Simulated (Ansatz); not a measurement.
Match the barriers

Saddle point of CH8AlN, closed shell (CH₅Al ([CH3][AlH2]) + NH₃ → AlNH₄ ([NH2][AlH2]) + CH₄; bonds formed: C2–H5; dative contacts that become bonds: Al1–N6; bonds broken: Al1–C2, H5–N6), PBE0-D4/def2-TZVP structure:

Al1  (-0.918, -0.564, -0.221)
C2  (1.136, -0.535, 0.460)
H3  (-0.950, -1.342, -1.605)
H4  (-1.822, -0.949, 1.026)
H5  (0.409, 0.614, 0.042)
N6  (-0.644, 1.317, -0.414)
H7  (1.419, -0.212, 1.465)
H8  (0.955, -1.620, 0.545)
H9  (1.994, -0.441, -0.208)
H10  (-0.532, 1.748, -1.321)
H11  (-1.047, 1.982, 0.232)
(Å)

Computed with Ansatz 0.2.0 (basis: def2-TZVPP, with def2-QZVPP for the basis limit); correlated methods freeze the cores. Extrapolation: Hartree–Fock as exp(−7.88 √X), correlation as X^−2.97. Four methods, as single points on the PBE0-D4 structures, gave these electronic barriers from the start structure: 96.8, 123.0, 137.9, 188.0 kJ/mol.

(1) The methods were, in alphabetical order, HF, MP2, r2SCAN-D4, SPW92. Which gave which? (A judgement: the text doesn't fix the answer.)

T1 diagnostic: at most 0.012.

## Answers

(1) The calculation gives: SPW92 96.8; r2SCAN-D4 123.0; MP2 137.9; HF 188.0 kJ/mol. For comparison, CCSD(T) at an estimated basis limit (MP2 extrapolated from triple and quadruple zeta, plus CCSD(T) − MP2 in triple zeta) gives 141.2 kJ/mol.

The step is the kind of exchange with an N–H group that builds nitride films in atomic layer and chemical vapour deposition.

Labels in which every atom is bracketed show which atoms are joined, not bond orders.

For scale, one of the runs: CCSD(T)/def2-TZVPP, 216 basis functions, launched by `ansatz run in.yaml --threads 2 --pin off --events-out ev --progress --plain --max-ram 4352MiB`. Hardware: 2 CPU threads of an Intel Xeon 6975P-C, shared host. Wall time 23 s; peak host memory 3.3 GiB.
